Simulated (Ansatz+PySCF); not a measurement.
Two shapes of singlet C₂H₆.

Shape 1:

```xyz
8

C     0.0000    0.0000   -0.7596
C     0.0000    0.0000    2.2787
H     0.0000   -1.0240   -1.1651
H    -0.8868    0.5120   -1.1651
H     0.8868    0.5120   -1.1651
H     0.0000    1.0240    2.6842
H    -0.8868   -0.5120    2.6842
H     0.8868   -0.5120    2.6842
```

Shape 2:

```xyz
8

C     0.0000    0.0000   -0.7596
C     0.0000    0.0000    3.7978
H     0.0000   -1.0240   -1.1651
H    -0.8868    0.5120   -1.1651
H     0.8868    0.5120   -1.1651
H     0.0000    1.0240    4.2034
H    -0.8868   -0.5120    4.2034
H     0.8868   -0.5120    4.2034
```

Basis set: STO-3G (spherical functions). Correlated methods keep 2 orbitals frozen. Charge 0, multiplicity 1.

Computed with Ansatz (development build ahead of 0.2.0); each method stands on the lowest determinant of its kind that the runs found.

Question: Which shape is lower in energy, and by how much in each method?

Answer:

```tsv
method	E(2) − E(1) (eV)
RHF	2.848
UHF	0.052
UHF-MP2	0.073
UHF-CCSD(T)	0.118
full CI (lowest root of this spin)	0.208
```

Shape 1 is lower. Caution for RHF: an unrestricted determinant lies well below. Caution for UHF, UHF-MP2, UHF-CCSD(T): the unrestricted determinant is a mixture of spin states; the determinant breaks the point group. Caution for UHF-MP2, UHF-CCSD(T): bonds are stretched, where a single reference can fail; another reference gives a lower total.
